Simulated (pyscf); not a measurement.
Optimised with ωB97X-D3(BJ)/def2-SVP in PySCF.

Task: For the elementary gas-phase step H₂O + HO–Zn–SeH -> HO–Zn–OH + H₂Se (singlet surface; H–O, Se–Zn broken, O–Zn, H–Se formed), what barrier and reaction energy does ωB97M-D3(BJ)/def2-TZVP give, measured from the separated reactants?

Result: ΔE‡ = 15.3 kcal/mol, ΔE = +17.9 kcal/mol. Zero-point energy shifts the barrier by -0.9 kcal/mol. It is a four-centre exchange, with an imaginary mode of 394i cm⁻¹. On the reactant side the descent ends in an adduct with a O–Zn contact (not fully relaxed), 11.6 kcal/mol under the separated species and 25.8 kcal/mol under the saddle at ωB97X-D3(BJ)/def2-TZVP. On the product side the descent ends in an adduct with a Se–Zn contact, 11.0 kcal/mol under the separated species and 4.5 kcal/mol under the saddle at ωB97X-D3(BJ)/def2-TZVP. At ωB97M-D3(BJ) the saddle lies under the separated products, which points to a path from their complex (located at ωB97X-D3(BJ) alone), and parting the products costs more than the saddle. What is counted as formed (O–Zn) is already present as a longer contact in the reactant adduct; forming that adduct is a step of its own. What is counted as broken (Se–Zn) persists as a longer contact in the product adduct; parting that adduct is a step of its own. This is the saddle that the search found; another between the same sides may lie lower. Elements up to Kr have no core potential and no relativistic terms here.
